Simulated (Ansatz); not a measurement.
A structure relaxed at PBE0-D4/def2-TZVP, charge 0, multiplicity 1:

```
atom   x (Å)   y (Å)   z (Å)
 Cl1   0.792  -1.700  -0.755
 Si2   0.000   0.000   0.000
 Cl3  -1.031  -0.427   1.685
 Cl4   1.485   1.302   0.431
 Cl5  -1.246   0.825  -1.361
```

(1) Give its formula and SMILES.

(2) Point group (tolerance 0.08 Å, 0.16 Å for H)?

(3) Summarise the bond lengths by kind.

## Answers

(1) Cl4Si, `Cl[Si](Cl)(Cl)Cl` (silicon tetrachloride).

(2) Td.

(3) 4 × Cl–Si 2.021 Å.

Program: Ansatz 0.2.0.
